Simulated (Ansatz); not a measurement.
C3H6 (`C1CC1`). The species carries charge 0 and has multiplicity 1.

Z-matrix (Å, degrees):
```
C
C 1 1.497
C 1 1.497 2 60.0
H 1 1.083 2 118.0 3 107.9
H 1 1.083 2 118.0 3 -107.9
H 2 1.083 1 118.0 3 -107.9
H 2 1.083 1 118.0 3 107.9
H 3 1.083 1 118.0 2 107.9
H 3 1.083 1 118.0 2 -107.9
```

Task: List the harmonic frequencies (cm⁻¹, unscaled) at PBE0-D4/def2-TZVP in Ansatz. (Estimate.)

Result: The calculation gave: 741, 741, 858, 915, 915, 1054, 1054, 1088, 1154, 1210, 1210, 1238, 1466, 1466, 1520, 3151, 3151, 3159, 3229, 3229, 3250.

Task: Is this a minimum?

Result: Yes, all 21 modes are real.

Task: Give the ideal-gas thermochemistry at 298.15 K and 1 bar (rigid rotor, harmonic oscillator; point group D3h, symmetry number 6).

Result: Zero-point energy 214.1 kJ/mol; H(298) − E = 225.4 kJ/mol; entropy 236.9 J/(mol·K), of which translation 155.5, rotation 75.6, vibration 5.7; G(298) − E = 154.8 kJ/mol.
